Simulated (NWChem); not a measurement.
**One shape, several levels: [AlH3]− (SMILES [AlH3-])**

Aim: a comparison of 5 runs (UHF/STO-3G, UHF/def2-SVP, UB3LYP/6-31G*, UPBE0/def2-SVP, UTPSS/pcseg-2) of [AlH3]−. 

The results are computed with NWChem 7.3.0.

## Step 1: The structure to begin with

The species is [AlH3]− (4 atoms), meant as a doublet with charge -1. As SMILES, `[AlH3-]`. The shape comes from GFN2-xTB, which is rough for such elements, and wasn't checked as a minimum.

Bond lengths: Al1–H2 1.684 Å, Al1–H3 1.685 Å, Al1–H4 1.685 Å. Angles: H2–Al1–H3 101.1°, H2–Al1–H4 101.1°, H3–Al1–H4 101.1°.

## Step 2: Energy and forces at UHF/STO-3G (run 1)

The input, run.py:

```python
from ase import Atoms
from ase.calculators.nwchem import NWChem

molecule = Atoms(['Al', 'H', 'H', 'H'], positions=[
    [-0.161060, 0.455350, -0.307260],
    [0.471920, 0.754070, 1.224440],
    [-1.350110, -0.683860, 0.050500],
    [1.039250, -0.525560, -0.967690],
])

calc = NWChem(
    label='a',
    theory='scf',
    memory='2200 mb',
    basis='STO-3G',
    basispar='spherical bse',
    charge=-1,
    scf={'nopen': '1', 'uhf': None, 'thresh': '1e-08', 'maxiter': '80'},
)
molecule.calc = calc

forces = molecule.get_forces()
print(f"energy = {molecule.get_potential_energy():.6f} eV")
print("forces (eV/A):")
for s, f in zip(molecule.symbols, forces):
    print(f"{s:2s} {f[0]:10.5f} {f[1]:10.5f} {f[2]:10.5f}")
```

Run with:

```bash
export ASE_NWCHEM_COMMAND="nwchem PREFIX.nwi > PREFIX.nwo"
python run.py
```

The log of the run:

```text
energy = -6542.999350 eV
forces (eV/A):
Al    1.16116   -3.29585    2.21583
H    -0.91084   -0.03841   -2.14296
H     1.37734    1.76717   -0.67656
H    -1.62771    1.56709    0.60370
```

The calculator wrote a.nwi:

```
title "a"

permanent_dir a

scratch_dir a

start a

geometry units angstrom nocenter noautosym noautoz
  Al -1.6106000000000001e-01 4.5534999999999998e-01 -3.0725999999999998e-01
  H  4.7192000000000001e-01 7.5407000000000002e-01 1.2244400000000000e+00
  H  -1.3501099999999999e+00 -6.8386000000000002e-01 5.0500000000000003e-02
  H  1.0392500000000000e+00 -5.2556000000000003e-01 -9.6769000000000005e-01
end

charge -1

memory 2200 mb

basis spherical bse noprint
   * library STO-3G
end

scf
  nopen 1
  uhf
  thresh 1e-08
  maxiter 80
end

task scf gradient
```

a.nwo:

```text
Northwest Computational Chemistry Package (NWChem) 7.3.0
             --------------------------------------------------------

           Job information
           ---------------

    nwchem branch   = 7.3.0
    use scalapack   = T
    input           = a.nwi
    prefix          = a.
    data base       = a/a.db
    status          = startup
    nproc           =        1

           Memory information
           ------------------

    heap     =     72089598 doubles =      550.0 Mbytes
    stack    =     72089595 doubles =      550.0 Mbytes
    global   =    144179200 doubles =     1100.0 Mbytes (distinct from heap & stack)
    total    =    288358393 doubles =     2200.0 Mbytes
    verify   = yes
    hardfail = no

[... 35 lines left out ...]
            Nuclear Dipole moment (a.u.)
[... 51 lines left out ...]
 1-e energy   =    -386.678815
[... 7 lines left out ...]
         Quadratically convergent UHF
[... 14 lines left out ...]
       Final UHF  results
[... 3 lines left out ...]
      One electron energy =   -367.878456336826
[... 1 line left out ...]
 Nuclear repulsion energy =     12.860410056426
[... 24 lines left out ...]
          Final beta eigenvalues
[... 102 lines left out ...]
                     UHF Final Beta Molecular Orbital Analysis
[... 154 lines left out ...]
  wavefunction    =   UHF

                         UHF ENERGY GRADIENTS

    atom               coordinates                        gradient
                 x          y          z           x          y          z
   1 Al     -0.304359   0.860487  -0.580637   -0.022581   0.064094  -0.043091
   2 H       0.891799   1.424986   2.313856    0.017713   0.000747   0.041674
   3 H      -2.551338  -1.292308   0.095431   -0.026785  -0.034366   0.013157
   4 H       1.963898  -0.993164  -1.828669    0.031654  -0.030475  -0.011740

                 ----------------------------------------
                 |  Time  |  1-e(secs)   |  2-e(secs)   |
                 ----------------------------------------
                 |  CPU   |       0.00   |       0.01   |
                 ----------------------------------------
                 |  WALL  |       0.00   |       0.01   |
                 ----------------------------------------

 Task  times  cpu:        0.1s     wall:        0.1s
 Total times  cpu:        0.1s     wall:        0.1s
```

Wall time 1.1 s (1 thread of Intel Xeon 6975P-C (Granite Rapids), shared host); peak memory 0.096 GiB.

## Step 3: Energy and gradient at UHF/def2-SVP (run 2)

The input, struct.nw:

```
start struct
memory total 2200 mb
charge -1

geometry units bohr noautosym nocenter noautoz
 Al -0.30435929  0.86048679 -0.58063725
 H   0.89179955  1.42498578  2.31385626
 H  -2.55133814 -1.29230811  0.09543117
 H   1.96389788 -0.99316446 -1.82866907
end

basis spherical bse
 * library def2-SVP
end

scf
 nopen 1
 uhf
 thresh 1e-08
 maxiter 80
 print medium
end

task scf gradient
```

Run with:

```bash
nwchem struct.nw > struct.out
```

The log of the run:

```text
[...]
  functions       =    33
[...]
  wavefunction    = UHF
[...]
         Total SCF energy =   -243.537017371573
      One electron energy =   -367.917550631497
      Two electron energy =    111.520124138459
 Nuclear repulsion energy =     12.860409121466
                       Sz =      0.5000
                 Sz(Sz+1) =      0.7500
                      S^2 =      0.7519
[...]
                         UHF ENERGY GRADIENTS
    atom               coordinates                        gradient
                 x          y          z           x          y          z
   1 Al     -0.304359   0.860487  -0.580637   -0.009823   0.027989  -0.018750
   2 H       0.891800   1.424986   2.313856    0.003396  -0.009022   0.006564
   3 H      -2.551338  -1.292308   0.095431    0.002756  -0.009522   0.006285
   4 H       1.963898  -0.993164  -1.828669    0.003670  -0.009445   0.005901
[...]
```

It took 1.3 s on 1 thread of Intel Xeon 6975P-C (Granite Rapids), shared host; peak memory 0.097 GiB.

## Step 4: Energy and gradient at UB3LYP/6-31G(d) (spherical functions) (run 3)

The input, run.py:

```python
from ase import Atoms
from ase.calculators.nwchem import NWChem

atoms = Atoms(['Al', 'H', 'H', 'H'], positions=[
    [-0.161060, 0.455350, -0.307260],
    [0.471920, 0.754070, 1.224440],
    [-1.350110, -0.683860, 0.050500],
    [1.039250, -0.525560, -0.967690],
])

calc = NWChem(
    label='alh3',
    theory='dft',
    memory='2200 mb',
    basis='6-31G*',
    basispar='spherical bse',
    charge=-1,
    dft={'xc': 'b3lyp', 'mult': '2', 'grid': 'xfine', 'convergence': 'energy 1e-08', 'iterations': '100', 'mulliken': None},
)
atoms.calc = calc

forces = atoms.get_forces()
e = atoms.get_potential_energy()
print(f"E = {e:.6f} eV")
print("forces (eV/A):")
for s, f in zip(atoms.symbols, forces):
    print(f"{s:2s} {f[0]:10.5f} {f[1]:10.5f} {f[2]:10.5f}")
```

Run with:

```bash
export ASE_NWCHEM_COMMAND="nwchem PREFIX.nwi > PREFIX.nwo"
python run.py
```

The log of the run:

```text
E = -6645.094937 eV
forces (eV/A):
Al    0.41266   -1.17787    0.78779
H    -0.14655    0.37086   -0.28611
H    -0.10197    0.40598   -0.26395
H    -0.16414    0.40104   -0.23767
```

The calculator wrote alh3.nwi:

```
title "alh3"

permanent_dir alh3

scratch_dir alh3

start alh3

geometry units angstrom nocenter noautosym noautoz
  Al -1.6106000000000001e-01 4.5534999999999998e-01 -3.0725999999999998e-01
  H  4.7192000000000001e-01 7.5407000000000002e-01 1.2244400000000000e+00
  H  -1.3501099999999999e+00 -6.8386000000000002e-01 5.0500000000000003e-02
  H  1.0392500000000000e+00 -5.2556000000000003e-01 -9.6769000000000005e-01
end

charge -1

memory 2200 mb

basis spherical bse noprint
   * library 6-31G*
end

dft
  xc b3lyp
  mult 2
  grid xfine
  convergence energy 1e-08
  iterations 100
  mulliken
end

task dft gradient
```

alh3.nwo:

```text
Northwest Computational Chemistry Package (NWChem) 7.3.0
             --------------------------------------------------------

           Job information
           ---------------

    nwchem branch   = 7.3.0
    use scalapack   = T
    input           = alh3.nwi
    prefix          = alh3.
    data base       = alh3/alh3.db
    status          = startup
    nproc           =        1

           Memory information
           ------------------

    heap     =     72089596 doubles =      550.0 Mbytes
    stack    =     72089601 doubles =      550.0 Mbytes
    global   =    144179200 doubles =     1100.0 Mbytes (distinct from heap & stack)
    total    =    288358397 doubles =     2200.0 Mbytes
    verify   = yes
    hardfail = no

[... 82 lines left out ...]
          Convergence on energy requested:  1.00D-08
[... 25 lines left out ...]
          Convergence Information
[... 32 lines left out ...]
 1-e energy   =    -386.331280
[... 53 lines left out ...]
      One electron energy =     -368.072272299641
[... 8 lines left out ...]
                    DFT Final Alpha Molecular Orbital Analysis
[... 450 lines left out ...]
          Convergence on gradient requested:  5.00D-04
[... 26 lines left out ...]
          total energy or number of iterations.
[... 26 lines left out ...]
                         DFT ENERGY GRADIENTS

    atom               coordinates                        gradient
                 x          y          z           x          y          z
   1 Al     -0.304359   0.860487  -0.580637   -0.008025   0.022906  -0.015320
   2 H       0.891799   1.424986   2.313856    0.002850  -0.007212   0.005564
   3 H      -2.551338  -1.292308   0.095431    0.001983  -0.007895   0.005133
   4 H       1.963898  -0.993164  -1.828669    0.003192  -0.007799   0.004622

                 ----------------------------------------
                 |  Time  |  1-e(secs)   |  2-e(secs)   |
                 ----------------------------------------
                 |  CPU   |       0.00   |       0.07   |
                 ----------------------------------------
                 |  WALL  |       0.00   |       0.07   |
                 ----------------------------------------

 Task  times  cpu:        4.1s     wall:        4.1s
 Total times  cpu:        4.1s     wall:        4.1s
```

Run time: 5.4 s. Hardware: 1 thread of Intel Xeon 6975P-C (Granite Rapids), shared host; peak memory 0.12 GiB.

Run 4 isn't shown in full; the table further down has it.

## Step 5: Energy and forces at UTPSS/pcseg-2 (run 5)

The input, alh3.nw:

```
start alh3
title "AlH3 TPSS"
memory 2200 mb
charge -1

geometry noautosym nocenter noautoz
   Al   -0.161060    0.455350   -0.307260
   H     0.471920    0.754070    1.224440
   H    -1.350110   -0.683860    0.050500
   H     1.039250   -0.525560   -0.967690
end

basis spherical bse
   Al library pcseg-2
   H library pcseg-2
end

dft
   xc xtpss03 ctpss03
   mult 2
   grid xfine
   convergence energy 1e-08
   iterations 100
   mulliken
end

task dft gradient
```

Run with:

```bash
nwchem alh3.nw > alh3.out
```

The log of the run:

```text
[...]
          Wavefunction type:  spin polarized.
          No. of atoms     :     4
          No. of electrons :    17
[...]
          Charge           :    -1
          Spin multiplicity:     2
[...]
          AO basis - number of functions:    76
[...]
              XC Information
              --------------
                  TPSS metaGGA Exchange Functional  1.000
             TPSS03 metaGGA Correlation Functional  1.000
[...]
 d= 0,ls=0.0,diis     1   -244.0504842050 -2.57D+02  1.69D-02  5.61D-01     3.1
[...]
 d= 0,ls=0.0,diis     8   -244.2409623681 -6.17D-09  1.12D-06  1.08D-09    18.6
[...]
         Total DFT energy =     -244.240962368146
      One electron energy =     -368.144532249560
           Coulomb energy =      130.952061577817
    Exchange-Corr. energy =      -19.908901752829
 Nuclear repulsion energy =       12.860410056426
[...]
      Total Density - Mulliken Population Analysis
     ---------------------------------------------
    Atom       Charge   Shell Charges
 -----------   ------   -------------------------------------------------------
    1 Al  13    12.95   2.00  0.51  1.48  0.63  0.56  5.89  0.39  0.96  0.46  0.00  0.07  0.00
    2 H    1     1.35   0.37  0.65  0.32  0.00  0.01  0.00
    3 H    1     1.35   0.37  0.65  0.32  0.00  0.01  0.00
    4 H    1     1.35   0.37  0.65  0.32  0.00  0.01  0.00
[...]
      <S2> =      0.7515 (Exact =     0.7500)
[...]
  wavefunction    = open shell
                         DFT ENERGY GRADIENTS
    atom               coordinates                        gradient
                 x          y          z           x          y          z
   1 Al     -0.304359   0.860487  -0.580637   -0.008267   0.023579  -0.015780
   2 H       0.891799   1.424986   2.313856    0.003131  -0.007003   0.006256
   3 H      -2.551338  -1.292308   0.095431    0.001394  -0.008373   0.005260
   4 H       1.963898  -0.993164  -1.828669    0.003741  -0.008202   0.004264
[...]
```

It took 25 s on 1 thread of Intel Xeon 6975P-C (Granite Rapids), shared host; peak memory 0.13 GiB.

## Step 6: Overview of the runs

```csv
run,level,iteration cap,module,energy (Eh),HOMO energy (eV),LUMO energy (eV),⟨S²⟩,wall time
1,UHF/STO-3G,80,scf,-240.450793,3.64,16.11,0.750,1.1 s
2,UHF/def2-SVP,80,scf,-243.537017,-1.79,6.79,0.752,1.3 s
3,UB3LYP/6-31G* (spherical functions),100,dft,-244.202737,0.78,3.25,0.751,5.4 s
4,UPBE0/def2-SVP,100,dft,-243.994602,0.52,3.66,0.751,6.3 s
5,UTPSS/pcseg-2,100,dft,-244.240962,1.02,2.29,0.751,25 s
```

## Step 7: What came out

```
                                 quantity          value
                      run 5: total energy  -244.24096 Eh
run 5: HOMO energy (highest over α and β)        1.02 eV
 run 5: LUMO energy (lowest over α and β)        2.29 eV
                              run 5: ⟨S²⟩          0.751
          run 5: largest force on an atom     1.520 eV/Å
```

What this shows: Totals of different functionals can't be ranked against each other. In runs 1, 3, 4, 5 the HOMO lies above zero, so the outermost electron may be held by the basis alone. In run 1 the basis is minimal, so the values are rough. All runs together took 39 s, the longest 25 s.
